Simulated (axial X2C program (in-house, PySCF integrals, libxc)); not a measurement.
# What spin–orbit coupling does to NaS⁻

Computed with an in-house all-electron X2C program for linear molecules (integrals from PySCF). Spin-free means the one-electron spin-free X2C Hamiltonian; two-component (2c) means X2C with spin–orbit coupling and atomic mean-field two-electron Coulomb and Gaunt terms, so the difference of the two also holds small scalar two-electron terms. Basis: S dyall-av3z [9s8p3d2f], Na dyall-av3z [10s9p5d2f] (cores contracted in-house); Gaussian nuclei, density fitting, unrestricted open shells. Masses: S 31.972 u, Na 22.990 u.

Spin-free state: M_S = 0, Λ = 0 (closed shell); fragments S- + Na.

```json
{"level": "PBE0", "Re (Å)": "2.405", "ωe (cm⁻¹)": "357.8", "De (eV)": "1.427", "μ (D)": "7.40"}
{"level": "HF", "Re (Å)": "2.411", "ωe (cm⁻¹)": "375.1", "De (eV)": "0.050", "μ (D)": "10.03"}
{"level": "CCSD", "Re (Å)": "2.439", "ωe (cm⁻¹)": "340.8", "De (eV)": "1.293", "μ (D)": "n/a"}
{"level": "CCSD(T)", "Re (Å)": "2.463", "ωe (cm⁻¹)": "321.5", "De (eV)": "1.526", "μ (D)": "n/a"}
{"level": "PW91", "Re (Å)": "2.428", "ωe (cm⁻¹)": "339.6", "De (eV)": "1.735", "μ (D)": "6.15"}
```

Correlated methods: 8 electrons correlated (number of frozen shells: S 2 s, 1 p; Na 2 s, 1 p), 236 virtual spin orbitals or spinors in MP2, 88 natural virtuals in coupled cluster.

Dipoles are positive if Na is the positive end and refer to the centre of mass.

Two-component determinant lowest at the distance of the search:

Ω = 0 (closed shell); fragments S- + Na.

| level | Re (Å) | ωe (cm⁻¹) | De (eV) | μ (D) |
| --- | --- | --- | --- | --- |
| PBE0 | 2.406 | 357.2 | 1.426 | 7.37 |
| HF | 2.411 | 374.8 | n/a | 10.02 |
| CCSD | 2.439 | 340.3 | 1.282 | n/a |
| CCSD(T) | 2.464 | 321.1 | 1.508 | n/a |
| PW91 | 2.429 | 338.7 | 1.735 | 6.09 |

**Question.** From the two tables, how do the constants change at the CCSD(T) level (2c against spin-free)?

**Answer.** At the CCSD(T) level Re is unchanged within 0.001 Å and ωe goes down by 0.4 cm⁻¹; De changes by -0.018 eV.

Occupations by symmetry block were frozen at the best pattern of an incomplete PBE0 search. Closed shells are restricted here (equal orbitals for both partners); the stretched side of such a curve lies too high. Dissociation energies refer to the lowest single-determinant-based atoms at the same level and basis. De is not given where an atomic determinant may have missed its ground term or J level, or where the truncated virtual space spoils (T). CCSD and (T) use frozen natural virtuals with an MP2 correction for the truncation; (T) itself is uncorrected, so its De runs slightly low. The 2c atoms are single determinants rather than J levels; their spin–orbit lowering is only partly caught, and De is too large by that part. This holds for PBE0, PW91. Other states lie close and PBE0, whose exact exchange favours high spin, may order them wrongly; the determinant shown need not be the ground state. The nearest other spin-free determinant of the search, M_S = 1, Λ = 1, lies 0.33 eV up at the distance of the search. Without a current term, density functionals place determinants with orbital angular momentum somewhat too high. The highest occupied level of some functionals is positive through self-interaction error; at Hartree–Fock it is bound. The T1 diagnostic is large, a sign of multireference character. Hartree–Fock gets electron affinities wrong, so its lowest charge split need not be the true one.
